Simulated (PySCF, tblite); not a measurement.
**C2H2F radical: geometry, infrared bands and EPR parameters**

Aim: predict the infrared bands and EPR parameters of C2H2F radical (`C=[C]F`).

Computed with tblite 0.8.0 and PySCF 2.14.0, with density-fitted response routines of our own, on a single molecule in the gas phase. Atoms count from 0, in the outputs and in this text.

## 1. The starting structure

5 atoms, charge 0, multiplicity 2; geometry from: force field or distance geometry start.

Bonds of the start (Å): C0–C1 1.32, C1–F2 1.36, C0–H3 1.11, C0–H4 1.11.

## 2. Geometry optimisation with GFN2-xTB

Job settings and geometry (Å):

```
{"job": {"kind": "relax", "xc": "GFN2-xTB", "basis": "xTB"}, "charge": 0, "multiplicity": 2}
C     -0.466900    -0.079000     0.149100
C      0.819600     0.112500     0.357000
F      1.672500     0.268400    -0.692100
H     -0.903300    -0.093600    -0.873600
H     -1.113200    -0.205300     1.042400
```

Run with:

```
$ OMP_NUM_THREADS=1 python probes_run.py task.json out
```

The driver reads the jobs from task.json and runs them one after another.

**Question.** This job is followed by: GFN2-xTB harmonic vibrations, gas phase; UKS B3LYP, pcH-1 on C F H, non-relativistic, mean-field spin-orbit, GIAO. What will the session give for the following? strongest single infrared mode (GFN2-xTB); zero-point energy (GFN2-xTB); g(iso) (B3LYP); ⟨S²⟩; largest a(iso); surface potential, 1st and 99th percentile.

As calculated:

| quantity | value |
| --- | --- |
| strongest single infrared mode (GFN2-xTB) | 1778 cm⁻¹, 189 km/mol |
| zero-point energy (GFN2-xTB) | 18.5 kcal/mol |
| g(iso) (B3LYP) | 2.00269 |
| ⟨S²⟩ | 0.759 (exact 0.75) |
| largest a(iso) | 13C on C1, 549.2 MHz |
| surface potential, 1st and 99th percentile | -0.47 V and 1.13 V |

What this shows: Relaxing lowered the energy by 0.154 eV in 15 steps; the close pair that moved most is C1–F2, from 1.361 to 1.319 Å. All 9 modes are real, so the xTB geometry is a minimum. The strongest single mode, at 1778 cm⁻¹, moves mainly C1 and C0. GFN2-xTB is a fitted tight-binding method: band positions and strengths are rough. Its intensities can rank the bands wrongly. Most of the unpaired spin sits on C1 (0.94 e). The isotropic g lies 0.4 ppt above the free-electron value.
